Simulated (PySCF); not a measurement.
# How methods differ on the ionisation energy of Mg

Mg [Ne] 3s2 (1S) → Mg⁺ [Ne] 3s1 (2S), as a difference of total energies. Calculation: PySCF 2.14, in aug-cc-pVTZ with one added diffuse shell each of s, p, d, f type (7s6p4d3f, 66 functions); no relativity, point nucleus. Correlated levels: valence: [Ne] frozen. The calculations carry no spin-orbit coupling.

| method | ionisation energy (eV) | error (eV) |
| --- | --- | --- |
| UHF | 6.607 | -1.039 |
| LDA | 7.722 | +0.076 |
| PBE | 7.614 | -0.032 |
| PBE0 | 7.542 | -0.104 |
| r2SCAN | 7.367 | -0.279 |
| MN15 | 7.613 | -0.033 |
| B2PLYP | 7.545 | -0.101 |
| CAM-B3LYP | 7.706 | +0.060 |
| B97-3 | 7.701 | +0.055 |
| MP2 (valence) | 7.253 | -0.393 |
| SCS-MP2 (valence) | 7.382 | -0.264 |

Reference: 7.646 eV (measured; NIST Atomic Spectra Database, ionization energies).

Errors of the correlated levels include the incompleteness of this basis and the frozen core.

MP2 underrates the near-degeneracy of ns² with np² in the lower species.
